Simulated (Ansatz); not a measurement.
Ideal-gas functions of NO+, SMILES `N#[O+]` at 298.15 K and 1 bar, from an Ansatz frequency run at PBE0-D4/def2-TZVP.

Molar mass 30.01 g/mol, point group C∞v (symmetry number 1), electronic degeneracy 1, moments of inertia 8.292 u Å². Harmonic wavenumbers (cm⁻¹, unscaled): 2530.

Use S(trans) = R[1.5 ln M + 2.5 ln T − 1.1517]; rotational temperatures θ = 24.2544 K / I; S(rot) = R[ln(T/σθ) + 1]; for each mode x = 1.438777 ν̃/T, S = R[x/(eˣ − 1) − ln(1 − e⁻ˣ)] and H = RT x/(eˣ − 1); 1 cm⁻¹ = 0.0119627 kJ/mol; R = 8.31446 J/(mol·K).

By hand: the entropy, in J/(mol·K).

Translation 151.3. Rotation: θ = 2.925 K, giving 46.8. Vibration, mode by mode: 0.00, in all 0.0. Electronic 0.0. Sum 198.1 J/(mol·K).

By hand: H − E and G − E in kJ/mol, counted from the electronic energy.

Zero-point energy ½ × 2530 × 0.0119627 = 15.1; thermal vibration 0.0; translation, rotation and pV give 3.5 RT = 8.7. H − E = 23.8 kJ/mol, and G − E = 23.8 − 298.15 × 198.1/1000 = -35.3 kJ/mol.

Vibration gives 0 % of the entropy; all modes have x over 3 and are hardly excited.
